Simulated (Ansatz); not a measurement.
## C2H3ClO2, SMILES OC(O)=CCl: a ladder of methods at one geometry, step by step

With Ansatz 0.2.0, Python API.

Run as a notebook:

```python
from pathlib import Path

import ansatz
import numpy as np
```

```python
GEOMETRY = """
O    -1.49170    0.43450   -0.49360
C    -0.25390    0.18480   -0.16080
O     0.67350    1.05660   -0.63110
C     0.10140   -0.87690    0.57740
Cl    1.61550   -1.33420    1.04130
H    -1.45480    1.31090   -1.03360
H     1.59190    0.72290   -0.29100
H    -0.68980   -1.55570    0.93560
"""
```

```python
mol = ansatz.Crystal.molecule()
for line in GEOMETRY.strip().splitlines():
    symbol, *xyz = line.split()
    mol = mol.atom(symbol, [float(v) for v in xyz])
```

```python
calc = mol.calculation().basis(gaussian="cc-pVDZ")
```

```python
print("functional    E (Ha)        dipole (D)   HOMO (eV)  LUMO (eV)")
for name in ["pbe0", "hse06", "r2scan", "b3lyp"]:
    data = calc.functional(name).forces().orbitals().run(runs_dir="runs").report
    lines = Path(data["orbitals_path"]).read_text().splitlines()
    field_of = lambda key: [line.split("=")[1].strip() for line in lines if line.startswith(key)]
    orbitals = [(27.211386 * float(e), s, float(n)) for e, s, n in zip(field_of("Ene="), field_of("Spin="), field_of("Occup="))]
    homo = max(e for e, _, n in orbitals if n > 0.5)
    lumo = min(e for e, _, n in orbitals if n < 0.5)
    dipole = 4.803205 * np.linalg.norm(data["charge_distribution"]["dipole_moment_e_ang"])
    print(f"{name:10s} {data['free_energy_ev'] / 27.211386246:14.6f} {dipole:9.3f} {homo:11.3f} {lumo:10.3f}")
```

    functional    E (Ha)        dipole (D)   HOMO (eV)  LUMO (eV)
    pbe0          -688.248123     1.863      -5.762      0.911
    hse06         -688.230111     1.862      -5.361      0.528
    r2scan        -688.499938     1.928      -4.767      0.473
    b3lyp         -688.654578     1.818      -5.492      0.539

Notes:
- Total energies depend on the basis set; only differences at equal settings carry meaning.
- The geometry is a force-field or estimated start, not a minimum of this method, and the basis set is short of its limit. A lower total doesn't mark the better method: functionals have no common bound, and MP2 and coupled cluster aren't variational.
- b3lyp holds the VWN-RPA fit, as in Gaussian; the form of ORCA and Turbomole is b3lyp5.
- Levels such as HOMO and LUMO are orbital energies: with these approximate functionals they aren't the ionisation energy and electron affinity, and their gap isn't the fundamental gap.
- For Al to Cl the sets with a tight d function, cc-pV(X+d)Z, are usual.
- hse06 follows the composition of plane-wave codes, whose totals differ by tens of mHa, up to about 0.1 Ha, from the form usual in Gaussian-basis programs (wpbeh).
- Wall time of the script: 12 s on 1 thread of Intel(R) Xeon(R) Processor @ 2.30GHz (shared host), peak memory 0.3 GiB.
